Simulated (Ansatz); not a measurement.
# CH₄Si: small, medium and large basis sets

An exercise on one series of results from a longer session: the logs are not shown, and one member is left open.

Program: Ansatz 0.2.0, Gaussian basis. Level of theory: one geometry, several basis sets. These are calculated values, not measurements.

Levels to be run: PBE0-D4/def2-SVP; ωB97M-V/def2-SVP; PBE0-D4/def2-QZVPP; ωB97M-V/def2-QZVPP; CCSD(T)/cc-pV(D+d)Z; CCSD(T)/cc-pV(T+d)Z; CCSD(T)/cc-pV(Q+d)Z; the functionals' def2-TZVPP values are taken from earlier runs.

## The relaxed structure

The geometry comes from an earlier relaxation with PBE0-D4 in a triple-zeta def2 set; it is a stationary point.

6 atoms, charge 0, spin multiplicity 1.

Atoms are counted from 1 here; the program's logs count them from 0.

Bond lengths: C1–Si2 1.699 Å, C1–H3 1.084 Å, C1–H4 1.084 Å, Si2–H5 1.478 Å, Si2–H6 1.478 Å. Angles: Si2–C1–H3 122.1°, Si2–C1–H4 122.2°, H3–C1–H4 115.7°, C1–Si2–H5 122.7°, C1–Si2–H6 122.7°, H5–Si2–H6 114.7°.

The first run:

in.yaml

```yaml
crystal:
  periodic: [false, false, false]
  atoms:
    - {symbol: C, position_ang: [-0.712900, -0.527688, -0.255346]}
    - {symbol: Si, position_ang: [0.599114, 0.443473, 0.214584]}
    - {symbol: H, position_ang: [-1.384763, -0.977839, 0.466164]}
    - {symbol: H, position_ang: [-0.931969, -0.736985, -1.295938]}
    - {symbol: H, position_ang: [0.909212, 0.734745, 1.630241]}
    - {symbol: H, position_ang: [1.521305, 1.064293, -0.759705]}
basis:
  gaussian: {orbitals: def2-SVP}
hamiltonian: {xc: pbe0, dispersion: d4}
output: {orbitals: {seedname: orbitals}}
```

On the command line:

```console
ansatz run in.yaml --threads 2 --pin off --events-out ev --progress --plain --max-ram 32768MiB --backend cpu
```

Steps of the session up to this table: PBE0-D4 in def2-SVP; ωB97M-V in def2-SVP; PBE0-D4 in def2-QZVPP; ωB97M-V in def2-QZVPP.

One table of the session follows, with a row left open; its other results are not shown here.

| functional | basis | HOMO (eV) |
| --- | --- | --- |
| PBE0-D4 | def2-SVP | -6.57 |
| PBE0-D4 | def2-TZVPP | -6.62 |
| PBE0-D4 | def2-QZVPP | -6.64 |
| ωB97M-V | def2-SVP | ? |
| ωB97M-V | def2-TZVPP | -8.71 |
| ωB97M-V | def2-QZVPP | -8.73 |

**Question.** Estimate the row for ωB97M-V, def2-SVP.

**Answer.** HOMO (eV): -8.65. In the column «HOMO (eV)» it lies between ωB97M-V, def2-TZVPP (-8.71) and PBE0-D4, def2-QZVPP (-6.64).
